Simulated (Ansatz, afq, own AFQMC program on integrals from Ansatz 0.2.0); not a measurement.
# Atomization energy of NH₃, singlet

```xyz
4

N     0.0003   -0.0001   -0.0667
H     0.9385    0.0130    0.3137
H    -0.4826    0.8082    0.3055
H    -0.4607   -0.8202    0.3074
```

Atoms in their ground-state spins without spin–orbit coupling (mostly on UHF) minus the molecule (RHF), without zero-point energy. The geometry is a stationary point, not shown to be a minimum.

Basis 6-31G. Noble-gas cores (and the filled d shells of Ga–Kr and In–Xe) are frozen. Ansatz 0.2.0 and our own AFQMC program on the same integrals; the CISD trial comes from CCSD amplitudes, and released means the phaseless constraint is let go. Free AFQMC starts from the CCSD state and is never constrained. Its projection time is finite, and what remains of the start isn't in its error. Error bars are statistical, one sigma. The errors of all members are added in quadrature.

Full CI is exact in this basis; where marked, its frozen core comes from its own orbitals, which moves totals by up to a few meV.

Errors are counted within 6-31G, not against nature.

Cautions: NH₃ (singlet): full CI with its own frozen core; other spins of the molecule weren't checked.

Reference (full CI): 992.6 kJ/mol.

| level | atomization energy (kJ/mol) | error against FCI (kJ/mol) |
| --- | --- | --- |
| HF | 739.5 | -253.1 |
| MP2 | 973.2 | -19.4 |
| CCSD | 988.3 | -4.3 |
| CCSD(T) | 991.6 | -1.0 |
| CCSDT | 991.8 | -0.8 |
| CCSDT(Q) | 992.6 | 0.0 |
| CCSDTQ | 992.5 | 0.0 |
| ph-AFQMC/HF | 994.2 ± 2.7 | 1.7 ± 2.7 |
| ph-AFQMC/CISD | 992.5 ± 0.4 | -0.1 ± 0.4 |
| released AFQMC | 992.6 ± 0.3 | 0.1 ± 0.3 |
| free AFQMC | 992.4 ± 0.5 | -0.2 ± 0.5 |

Correlation beyond CCSD(T) adds 1.0 kJ/mol. The perturbative (T) step is worth +3.3 kJ/mol.

CCSDT and higher add their correlation energy to the determinant of the CCSD(T) run, since their own runs factorise the integrals more tightly (a shift of under 2 meV). Free projections are given only where their last times agree within the noise and don't stop above the reference; a slow remainder of the start can still hide under it. A walk keeps the symmetry of its determinant, which the program's search chose and which needn't be the lowest solution, so a lower state of the same spin and another symmetry isn't excluded. Released energies are given only where the last usable release times agree within the noise; a slower fall can still hide under it.
